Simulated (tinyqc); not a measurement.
Worked calculation: RHF in the sto-6g basis, for H2O, spin multiplicity 1. One step of it, computed by the program tinyqc.

Question. Iteration 2: building the Fock matrix. J_ij = sum D_kl (ij|kl), K_ij = sum D_kl (ik|jl); F = H + J - 0.5 K; E = tr D H + tr D J / 2 - 0.25 tr D K + E_nn.

D after iteration 1:
```
            1O 1s      1O 2s    1O 2px     1O 2py     1O 2pz      2H 1s      3H 1s
1O 1s    2.118627  -0.529740  0.000000   0.000000   0.044218   0.063324   0.063324
1O 2s   -0.529740   2.410391  0.000000   0.000000  -0.287937  -0.456155  -0.456155
1O 2px   0.000000   0.000000  2.000000   0.000000   0.000000   0.000000   0.000000
1O 2py   0.000000   0.000000  0.000000   0.332661   0.000000   0.489001  -0.489001
1O 2pz   0.044218  -0.287937  0.000000   0.000000   0.332966   0.482022   0.482022
2H 1s    0.063324  -0.456155  0.000000   0.489001   0.482022   1.417382  -0.020249
3H 1s    0.063324  -0.456155  0.000000  -0.489001   0.482022  -0.020249   1.417382
```

core Hamiltonian H = T + V (hartree):
```
             1O 1s      1O 2s     1O 2px     1O 2py     1O 2pz      2H 1s      3H 1s
1O 1s   -32.779523  -7.243410   0.000000   0.000000  -0.012387  -0.895076  -0.895076
1O 2s    -7.243410  -9.004308   0.000000   0.000000  -0.145817  -2.220370  -2.220370
1O 2px    0.000000   0.000000  -7.271914   0.000000   0.000000   0.000000   0.000000
1O 2py    0.000000   0.000000   0.000000  -7.348536   0.000000  -1.307828   1.307828
1O 2pz   -0.012387  -0.145817   0.000000   0.000000  -7.325213  -1.124097  -1.124097
2H 1s    -0.895076  -2.220370   0.000000  -1.307828  -1.124097  -4.102157  -0.740851
3H 1s    -0.895076  -2.220370   0.000000   1.307828  -1.124097  -0.740851  -4.102157
```

Two-electron integrals (ij|kl) in chemists' order, unique and non-zero (hartree):
```
(11|11) 4.787491    (21|11) 0.675884    (21|21) 0.121505    (22|11) 1.117379
(22|21) 0.249212    (22|22) 0.817383    (31|31) 0.025762    (32|31) 0.039145
(32|32) 0.180664    (33|11) 1.117381    (33|21) 0.249212    (33|22) 0.817382
(33|33) 0.880663    (41|41) 0.025762    (42|41) 0.039145    (42|42) 0.180664
(43|43) 0.047461    (44|11) 1.117381    (44|21) 0.249212    (44|22) 0.817382
(44|33) 0.785741    (44|44) 0.880663    (51|51) 0.025762    (52|51) 0.039145
(52|52) 0.180664    (53|53) 0.047461    (54|54) 0.047461    (55|11) 1.117381
(55|21) 0.249212    (55|22) 0.817382    (55|33) 0.785741    (55|44) 0.785741
(55|55) 0.880663    (61|11) 0.088147    (61|21) 0.015205    (61|22) 0.030559
(61|33) 0.030495    (61|41) 0.000573    (61|42) 0.001127    (61|44) 0.030608
(61|51) 0.000478    (61|52) 0.000940    (61|54) 0.000095    (61|55) 0.030574
(61|61) 0.001939    (62|11) 0.238996    (62|21) 0.054171    (62|22) 0.199911
(62|33) 0.196456    (62|41) 0.003347    (62|42) 0.025867    (62|44) 0.202569
(62|51) 0.002792    (62|52) 0.021574    (62|54) 0.005098    (62|55) 0.200708
(62|61) 0.006833    (62|62) 0.064019    (63|31) 0.005682    (63|32) 0.033067
(63|43) 0.005200    (63|53) 0.004337    (63|63) 0.008481    (64|11) 0.141730
(64|21) 0.032547    (64|22) 0.127985    (64|33) 0.122462    (64|41) 0.007383
(64|42) 0.048228    (64|44) 0.136501    (64|51) 0.001418    (64|52) 0.012644
(64|54) 0.007372    (64|55) 0.124993    (64|61) 0.004269    (64|62) 0.049783
(64|64) 0.046669    (65|11) 0.118207    (65|21) 0.027146    (65|22) 0.106744
(65|33) 0.102137    (65|41) 0.001418    (65|42) 0.012644    (65|44) 0.105171
(65|51) 0.006865    (65|52) 0.043613    (65|54) 0.007731    (65|55) 0.112922
(65|61) 0.003561    (65|62) 0.041521    (65|64) 0.031850    (65|65) 0.035045
(66|11) 0.419198    (66|21) 0.096754    (66|22) 0.410395    (66|33) 0.395510
(66|41) 0.006840    (66|42) 0.074434    (66|44) 0.421844    (66|51) 0.005704
(66|52) 0.062080    (66|54) 0.021964    (66|55) 0.413828    (66|61) 0.012281
(66|62) 0.176512    (66|64) 0.156052    (66|65) 0.130152    (66|66) 0.774999
(71|11) 0.088147    (71|21) 0.015205    (71|22) 0.030559    (71|33) 0.030495
(71|41) -0.000573   (71|42) -0.001127   (71|44) 0.030608    (71|51) 0.000478
(71|52) 0.000940    (71|54) -0.000095   (71|55) 0.030574    (71|61) 0.001911
(71|62) 0.006611    (71|64) 0.003803    (71|65) 0.003450    (71|66) 0.011797
(71|71) 0.001939    (72|11) 0.238996    (72|21) 0.054171    (72|22) 0.199911
(72|33) 0.196456    (72|41) -0.003347   (72|42) -0.025867   (72|44) 0.202569
(72|51) 0.002792    (72|52) 0.021574    (72|54) -0.005098   (72|55) 0.200708
(72|61) 0.006611    (72|62) 0.050412    (72|64) 0.027480    (72|65) 0.031832
(72|66) 0.110947    (72|71) 0.006833    (72|72) 0.064019    (73|31) 0.005682
(73|32) 0.033067    (73|43) -0.005200   (73|53) 0.004337    (73|63) 0.006418
(73|73) 0.008481    (74|11) -0.141730   (74|21) -0.032547   (74|22) -0.127985
(74|33) -0.122462   (74|41) 0.007383    (74|42) 0.048228    (74|44) -0.136501
(74|51) -0.001418   (74|52) -0.012644   (74|54) 0.007372    (74|55) -0.124993
(74|61) -0.003803   (74|62) -0.027480   (74|64) -0.009081   (74|65) -0.017034
(74|66) -0.056409   (74|71) -0.004269   (74|72) -0.049783   (74|74) 0.046669
(75|11) 0.118207    (75|21) 0.027146    (75|22) 0.106744    (75|33) 0.102137
(75|41) -0.001418   (75|42) -0.012644   (75|44) 0.105171    (75|51) 0.006865
(75|52) 0.043613    (75|54) -0.007731   (75|55) 0.112922    (75|61) 0.003450
(75|62) 0.031832    (75|64) 0.017034    (75|65) 0.026157    (75|66) 0.075894
(75|71) 0.003561    (75|72) 0.041521    (75|74) -0.031850   (75|75) 0.035045
(76|11) 0.071992    (76|21) 0.016512    (76|22) 0.066773    (76|33) 0.065165
(76|44) 0.066308    (76|51) 0.001279    (76|52) 0.012068    (76|55) 0.068847
(76|61) 0.002062    (76|62) 0.021757    (76|64) 0.014778    (76|65) 0.015879
(76|66) 0.065193    (76|71) 0.002062    (76|72) 0.021757    (76|74) -0.014778
(76|75) 0.015879    (76|76) 0.009708    (77|11) 0.419198    (77|21) 0.096754
(77|22) 0.410395    (77|33) 0.395510    (77|41) -0.006840   (77|42) -0.074434
(77|44) 0.421844    (77|51) 0.005704    (77|52) 0.062080    (77|54) -0.021964
(77|55) 0.413828    (77|61) 0.011797    (77|62) 0.110947    (77|64) 0.056409
(77|65) 0.075894    (77|66) 0.274888    (77|71) 0.012281    (77|72) 0.176512
(77|74) -0.156052   (77|75) 0.130152    (77|76) 0.065193    (77|77) 0.774999
```

nuclear repulsion = 7.06342989 hartree

Give: Coulomb J; exchange K; Fock matrix F; total energy of this density.

Answer.

Coulomb J (hartree):
```
          1O 1s   1O 2s  1O 2px   1O 2py  1O 2pz   2H 1s    3H 1s
1O 1s   16.3755  2.8628  0.0000   0.0000  0.0069  0.3621   0.3621
1O 2s    2.8628  7.5121  0.0000   0.0000  0.1446  1.8959   1.8959
1O 2px   0.0000  0.0000  7.5621   0.0000  0.0000  0.0000   0.0000
1O 2py   0.0000  0.0000  0.0000   7.5006  0.0000  1.2318  -1.2318
1O 2pz   0.0069  0.1446  0.0000   0.0000  7.4736  1.0635   1.0635
2H 1s    0.3621  1.8959  0.0000   1.2318  1.0635  4.4414   0.6692
3H 1s    0.3621  1.8959  0.0000  -1.2318  1.0635  0.6692   4.4414
```

exchange K (hartree):
```
         1O 1s    1O 2s  1O 2px   1O 2py   1O 2pz   2H 1s    3H 1s
1O 1s   9.7904   1.4627  0.0000   0.0000   0.0045  0.1993   0.1993
1O 2s   1.4627   2.3658  0.0000   0.0000  -0.0186  0.6651   0.6651
1O 2px  0.0000   0.0000  2.2249   0.0000   0.0000  0.0000   0.0000
1O 2py  0.0000   0.0000  0.0000   1.1800   0.0000  0.4908  -0.4908
1O 2pz  0.0045  -0.0186  0.0000   0.0000   1.1058  0.4499   0.4499
2H 1s   0.1993   0.6651  0.0000   0.4908   0.4499  1.3812   0.2265
3H 1s   0.1993   0.6651  0.0000  -0.4908   0.4499  0.2265   1.3812
```

Fock matrix F (hartree):
```
           1O 1s    1O 2s   1O 2px   1O 2py   1O 2pz    2H 1s    3H 1s
1O 1s   -21.2993  -5.1119   0.0000   0.0000  -0.0077  -0.6327  -0.6327
1O 2s    -5.1119  -2.6751   0.0000   0.0000   0.0081  -0.6570  -0.6570
1O 2px    0.0000   0.0000  -0.8223   0.0000   0.0000   0.0000   0.0000
1O 2py    0.0000   0.0000   0.0000  -0.4379   0.0000  -0.3214   0.3214
1O 2pz   -0.0077   0.0081   0.0000   0.0000  -0.4045  -0.2856  -0.2856
2H 1s    -0.6327  -0.6570   0.0000  -0.3214  -0.2856  -0.3514  -0.1849
3H 1s    -0.6327  -0.6570   0.0000   0.3214  -0.2856  -0.1849  -0.3514
```

total energy of this density = -75.205626 hartree
